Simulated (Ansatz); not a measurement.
Relaxation of AlBH4S (7 atoms, charge 0, multiplicity 1), to a largest force component of 0.02 eV/Å in at most 50 steps.

Level of theory: Ansatz, RKS CAM-B3LYP-D4/STO-3G.

```xyz
7
Properties=species:S:1:pos:R:3:forces:R:3
B -1.544 0.303 -0.432 1.33 0.07 -0.29
S 0.104 0.570 -1.062 0.32 -0.24 0.58
Al 1.530 -0.261 0.346 -0.30 -0.19 0.32
H -2.118 -0.670 -0.729 -0.30 -0.09 0.20
H -2.060 1.154 0.179 -0.32 -0.07 0.10
H 1.963 -1.734 0.257 -0.33 0.94 -0.11
H 2.125 0.639 1.441 -0.39 -0.43 -0.79
```

Q: Where does it end, and by what steps?

A: It converged. The force dipped under the threshold on the way, but the program's further checks kept it going. Limits of this set-up: minimal basis. After 17 steps the energy has fallen by 1.158 eV; S2 moved furthest, 1.15 Å.

```
step  energy less start (eV)  largest force component (eV/Å)  accepted
   0                  0.0000                           1.329       yes
   1                 -0.1615                           0.968       yes
   2                 -0.2226                           0.800       yes
   3                 -0.3632                           0.785       yes
   4                 -0.5127                           1.093       yes
   5                 -0.7144                           0.941       yes
   6                 -0.9054                           0.661       yes
   7                 -1.0270                           0.640       yes
   8                 -1.1033                           0.252       yes
   9                 -1.1241                           0.162       yes
  10                 -1.0887                           0.454        no
  11                 -1.1371                           0.093       yes
  12                 -1.1457                           0.165       yes
  13                 -1.1547                           0.151       yes
  14                 -1.1549                           0.291       yes
  15                 -1.1580                           0.010       yes
  16                 -1.1579                           0.036        no
  17                 -1.1580                           0.015       yes
```

```xyz
7
Properties=species:S:1:pos:R:3
B -1.414 0.297 -0.448
S -0.009 1.265 -0.151
Al 1.424 -0.197 0.441
H -1.420 -0.864 -0.316
H -2.399 0.819 -0.795
H 1.041 -1.637 0.470
H 2.777 0.317 0.798
```

Whether the end is a true minimum wasn't checked by a vibrational analysis.

Run time: 14 s on 1 CPU thread of a shared host.
